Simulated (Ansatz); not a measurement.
# C2H5NS: the cost of one run

Method: UKS B3LYP-D4/def2-SVP, in Ansatz 0.2.0.

## 1. The starting structure

Bond lengths: C1–C2 1.339 Å, C2–N3 1.374 Å, C2–S4 1.684 Å, C1–H5 1.071 Å, C1–H6 1.133 Å, N3–H7 1.000 Å, N3–H8 1.081 Å, S4–H9 1.363 Å. Angles: C1–C2–N3 120.1°, C1–C2–S4 119.2°, N3–C2–S4 120.5°, C2–C1–H5 122.9°, C2–C1–H6 120.6°, H5–C1–H6 115.5°, C2–N3–H7 111.3°, C2–N3–H8 110.8°, H7–N3–H8 110.7°, C2–S4–H9 103.6°.

Coordinates:

```xyz
9

C     0.6508    0.8940    0.0048
C    -0.2013   -0.1385   -0.0370
N     0.0273   -1.1874   -0.8941
S    -1.4964   -0.1803    1.0380
H     1.4633    1.0057   -0.6833
H     0.4306    1.7984    0.6511
H    -0.3317   -2.0436   -0.5231
H     1.0814   -1.2795   -1.1160
H    -1.5354    1.0849    1.5425
```

## 2. Relaxing end A

Input file input.yaml:

```yaml
crystal:
  periodic: [false, false, false]
  atoms:
    - { symbol: C, position_ang: [0.6508, 0.894, 0.0048] }
    - { symbol: C, position_ang: [-0.2013, -0.1385, -0.037] }
    - { symbol: "N", position_ang: [0.0273, -1.1874, -0.8941] }
    - { symbol: S, position_ang: [-1.4964, -0.1803, 1.038] }
    - { symbol: H, position_ang: [1.4633, 1.0057, -0.6833] }
    - { symbol: H, position_ang: [0.4306, 1.7984, 0.6511] }
    - { symbol: H, position_ang: [-0.3317, -2.0436, -0.5231] }
    - { symbol: H, position_ang: [1.0814, -1.2795, -1.116] }
    - { symbol: H, position_ang: [-1.5354, 1.0849, 1.5425] }
magnetization:
  spin_polarized: true
basis:
  gaussian: { orbitals: def2-SVP }
hamiltonian:
  xc: b3lyp
  dispersion: d4
relax:
  f_tol: 0.02
  max_steps: 50
```

The run is started by

```console
$ ansatz run input.yaml --threads 2 --pin off --max-ram 3072MiB --backend cpu --events-out ev --progress --plain --runs-dir out
```

What time and memory should one allow on 2 threads of Arm Neoverse V1, shared host?

About 32 s, with a peak of 0.22 GiB.
